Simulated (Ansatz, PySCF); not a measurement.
Molecule: CH4, net charge 1, doublet state. 
Structure (B3LYP-D3(BJ)/def2-TZVP (Ansatz, a first-principles code) minimum search):
```xyz
5

C      0.0000     0.0000     0.0000
H     -0.9174    -0.1315    -0.6302
H      0.1902     1.0691    -0.2772
H     -0.3486    -0.6271     0.8609
H      1.0758    -0.3105     0.0464
```
Charge +1, spin multiplicity 2.

Total electronic energies in hartree. Correlated levels leave the core frozen unless marked. UHF or UKS for open shells. No spin-orbit coupling. Non-relativistic. CBS marks a two-point X^-3 extrapolation of the correlation energy; Hartree-Fock from the larger set.

```json
[
 {"level": "HF/aug-cc-pVTZ", "program": "Ansatz", "energy (Eh)": "-39.77436"},
 {"level": "HF/def2-QZVPPD", "program": "Ansatz", "energy (Eh)": "-39.77725"},
 {"level": "HF-D4/def2-TZVPD", "program": "PySCF + dftd4", "energy (Eh)": "-39.77580"},
 {"level": "BLYP/def2-TZVPD", "program": "Ansatz", "energy (Eh)": "-40.04301"},
 {"level": "B3LYP/def2-TZVPD", "program": "PySCF", "energy (Eh)": "-40.07115"},
 {"level": "MN15-D3(BJ)/def2-TZVPD", "program": "PySCF + dftd3", "energy (Eh)": "-39.99944"},
 {"level": "MN15/def2-TZVPD", "program": "PySCF", "energy (Eh)": "-39.99943"},
 {"level": "B2GP-PLYP/def2-TZVPD", "program": "Ansatz", "energy (Eh)": "-40.00556"},
 {"level": "B2PLYP-D3(BJ)/def2-TZVPD", "program": "Ansatz + dftd3", "energy (Eh)": "-40.01703"},
 {"level": "RPA@PBE/cc-pVQZ", "program": "Ansatz", "energy (Eh)": "-40.10676"},
 {"level": "CCSD/6-31G", "program": "Ansatz", "energy (Eh)": "-39.83762"},
 {"level": "CCSD/def2-QZVPPD", "program": "Ansatz", "energy (Eh)": "-39.97123"},
 {"level": "CCSD/CBS(def2-TZVPP,def2-QZVPP)", "program": "Ansatz", "energy (Eh)": "-39.9773"},
 {"level": "CCSD(T)/aug-cc-pVTZ", "program": "Ansatz", "energy (Eh)": "-39.96770"},
 {"level": "CCSD(T)/CBS(def2-TZVPPD,def2-QZVPPD)", "program": "Ansatz", "energy (Eh)": "-39.9833"}
]
```

Totals of different functionals don't rank their quality; only differences between species are comparable.
